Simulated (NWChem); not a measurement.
Extrapolating the MP2 correlation energy of tetrafluoromethane (CF$_{4}$)

```xyz
5

F      1.0742     0.0000    -0.7596
C      0.0000     0.0000     0.0000
F     -1.0742     0.0000    -0.7596
F      0.0000    -1.0742     0.7596
F      0.0000     1.0742     0.7596
```
Charge 0, spin multiplicity 1.

All runs are NWChem calculations. Structure: optimised with PBE0/def2-SVP, a minimum by its harmonic frequencies.

The correlated methods keep 5 core orbitals frozen.

Worked example. The MP2 correlation energy is -868.65 mHa in cc-pVDZ and -1150.24 mHa in cc-pVTZ. The form E(X) = E∞ + A/X³ turns the pair into an estimate of the basis-set limit.

E∞ = (3³·(-1150.24) − 2³·(-868.65))/(3³ − 2³) = -1268.8 mHa. The larger basis holds 91 % of that, at about 6 times the processor time of the smaller one. This is a two-point estimate, and a rough one from so small a pair.
